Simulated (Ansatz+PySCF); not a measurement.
The numbers below are computed, except where a source is named.
## PySCF 2.14.0 run

```python
from pyscf import gto, scf

mol = gto.M(atom="""
O 0.000000 0.000000 -0.325480
H 0.000000 0.000000 2.603800
""", basis='cc-pvdz', charge=0, spin=1)
mf = scf.UHF(mol)
mf.init_guess = 'minao'
mf.kernel()
while True:  # follow internal instabilities
    mo, _, stable, _ = mf.stability(return_status=True)
    if stable: break
    mf.kernel(mf.make_rdm1(mo, mf.mo_occ))
print(mf.converged, mf.e_tot, mf.spin_square()[0])
```

The script is written out from the run's settings.

Results

```yaml
Converged: yes
Total_energy: -75.29156 hartree
Spin_squared_of_the_determinant: 1.750
```

Caution: the unrestricted determinant is a mixture of spin states.
